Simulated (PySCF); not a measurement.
**CH₂ + 2 Cl₂ → CCl₂ + 2 HCl**

Level: PBE0 in the def2-TZVP basis family, all electrons, no relativity, computed in PySCF with density fitting; open shells unrestricted.

```
species                              state and structure  ZPE (kJ/mol)  H(298 K) − H(0) (kJ/mol)  S° (J/(mol K))
    CH₂     triplet, C2v, C–H 1.079 Å (×2); H–C–H 134.8°          45.5                      10.0           195.3
    Cl₂                      singlet, D∞h, Cl–Cl 1.982 Å           3.5                       9.1           222.5
   CCl₂  singlet, C2v, C–Cl 1.708 Å (×2); Cl–C–Cl 109.5°          11.2                      11.4           264.3
    HCl                       singlet, C∞v, H–Cl 1.279 Å          17.9                       8.7           186.6
```

(1) Is the gas-phase reaction uphill or downhill in electronic energy at this level, and by how much?

(2) Add zero-point, thermal and entropy terms for 298.15 K and 1 bar.

Answers

(1) At PBE0/def2-TZVP, ΔE = -320.5 kJ/mol, downhill. 

(2) ΔZPE = -5.5 and Δ[H(298) − H(0)] = 0.6 kJ/mol give ΔH° = -325.4 kJ/mol. ΔS° = -2.8 J/(mol K), so ΔG° = -325.4 − 298.15 × (-0.0028) = -325 kJ/mol.

Only the bonding shown was studied: isomers, or loss of a ligand pair, can lie lower.
